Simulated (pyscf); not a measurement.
Thermochemistry of product channels of H₂N–SiH₂–NH₂ + F atom (F•) on the doublet surface, in kcal/mol, from ωB97M-D3(BJ)/def2-TZVP energies (ideal gas, 1 atm, RRHO with modes under 100 cm⁻¹ raised to 100, one conformer, R ln 2 for chiral ones without a mode under 150 cm⁻¹). Single points on ωB97X-D3(BJ)/def2-SVP structures (PySCF, gas phase).

```json
[
 {"products": "•HN–SiH(NH₂)–F + hydrogen (H₂)", "ΔE": "-53.4", "ΔH(298 K)": "-58.0", "ΔG(298 K)": "-58.4", "ΔG(600 K)": "-59.2"},
 {"products": "H₂N–Si•(NH₂)–F + hydrogen (H₂)", "ΔE": "-70.8", "ΔH(298 K)": "-72.6", "ΔG(298 K)": "-73.3", "ΔG(600 K)": "-74.2"},
 {"products": "amino radical (NH₂•) + H₂N–SiH₂–F", "ΔE": "-46.2", "ΔH(298 K)": "-48.4", "ΔG(298 K)": "-50.4", "ΔG(600 K)": "-52.3"},
 {"products": "H₂N–SiH•–NH₂ + hydrogen fluoride (HF)", "ΔE": "-38.5", "ΔH(298 K)": "-38.2", "ΔG(298 K)": "-40.7", "ΔG(600 K)": "-43.3"}
]
```

These are energies of the channels, which say nothing of barriers. Left out: orbital degeneracy and the spin-orbit lowering of F.
